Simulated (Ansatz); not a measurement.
`CSC#N` + H₂O → `N#CO` + CH₃SH at 500 K and 1 bar (formal hydrolysis of a C–S bond).

Calculated with Ansatz (gas phase, PBE0-D4/def2-TZVP geometries, no zero-point term in ΔE). CCSD(T)/CBS is the MP2 limit (def2-TZVPP, def2-QZVPP) plus CCSD(T) − MP2 in def2-TZVPP, frozen cores. This one scheme is used for every species. One conformer a species, not always the lowest.

| species | CCSD(T)/CBS energy (Eh) | H − E (kJ/mol) | S (J/(mol·K)) |
| --- | --- | --- | --- |
| `CSC#N` | -530.35679 | 155.5 | 339.3 |
| H₂O | -76.37941 | 73.2 | 206.3 |
| `N#CO` | -168.48100 | 78.6 | 266.9 |
| CH₃SH | -438.22835 | 145.1 | 283.7 |

H − E and S are ideal-gas, rigid-rotor, harmonic terms from PBE0-D4/def2-TZVP, for one conformer and one mirror image of each species. 1 Eh = 2625.50 kJ/mol, R = 8.31446 J/(mol·K).

By hand: ΔE, ΔH, ΔS and ΔG.

ΔE = (-168.48100) + (-438.22835) − (-530.35679) − (-76.37941) = 0.02685 Eh = 70.5 kJ/mol. Δ(H − E) = 78.6 + 145.1 − 155.5 − 73.2 = -5.0, so ΔH = 65.5 kJ/mol. ΔS = 266.9 + 283.7 − 339.3 − 206.3 = 5.0 J/(mol·K). ΔG = 65.5 − 500 × (5.0)/1000 = 63.0 kJ/mol.

By hand: the equilibrium constant, and the temperature at which ΔG would vanish if ΔH and ΔS stayed fixed.

log₁₀ K = −ΔG/(RT ln 10) = -6.6. ΔG = 0 at ΔH/ΔS = 13100 K, far beyond where these terms or the molecules hold.

The number of gas molecules stays the same, so ΔS is small and ΔH decides. A doubt of 5 kJ/mol in ΔE shifts log₁₀ K by 0.5 here. Other conformers and mirror images would add mixing entropy, several J/(mol·K) or more a flexible species. These are equilibria of isolated gas molecules and say nothing of rates. Largest T1 diagnostic: 0.014 (customary marks: 0.02 for closed shells, 0.045 for open ones).
